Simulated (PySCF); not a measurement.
Energy landscape of CHN, singlet: collinear H-C-N surface. Scanned: H-C distance and C-N distance.

Cartesian coordinates as functions of the variables (Å; names that start with a are angles):
```
H  0  0  -r1
C  0  0  0
N  0  0  r2
```

Level of theory: RHF/aug-cc-pVDZ run with PySCF.

Energy in kJ/mol above the lowest grid point; x is the H-C distance (Å), y the C-N distance (Å).

```csv
y \ x,0.91,0.96,1.02,1.07,1.12,1.18,1.24,1.32,1.39,1.50,1.60
1.72,950.9,905.9,876.2,866.5,867.1,877.9,896.4,929.1,962.4,1019.0,1071.6
1.61,766.2,722.5,694.3,685.9,687.8,700.0,720.1,754.9,790.1,849.5,904.7
1.49,545.7,503.2,476.4,469.1,472.1,485.8,507.2,543.9,580.7,642.8,700.4
1.41,397.8,356.0,330.1,323.6,327.2,341.6,363.9,401.6,439.3,502.8,561.7
1.33,259.7,218.7,193.6,187.7,192.0,207.1,230.0,268.6,307.1,371.8,431.9
1.26,157.6,117.2,92.8,87.4,92.2,107.8,131.3,170.6,209.7,275.4,336.3
1.21,102.8,62.9,38.9,33.9,39.0,55.1,78.9,118.6,158.1,224.4,285.8
1.15,67.4,28.0,4.6,0.0,5.5,22.0,46.2,86.4,126.3,193.2,255.2
1.09,79.7,40.8,17.9,13.8,19.6,36.5,61.1,101.8,142.1,209.6,272.1
1.03,160.6,122.3,100.0,96.3,102.6,119.9,144.9,186.1,226.7,294.6,357.6
0.98,301.3,263.5,241.8,238.5,245.2,262.9,288.2,329.7,370.6,439.0,502.2
```

Points that lie below all their neighbours on the grid: x = 1.07, y = 1.15 (0.0 kJ/mol).
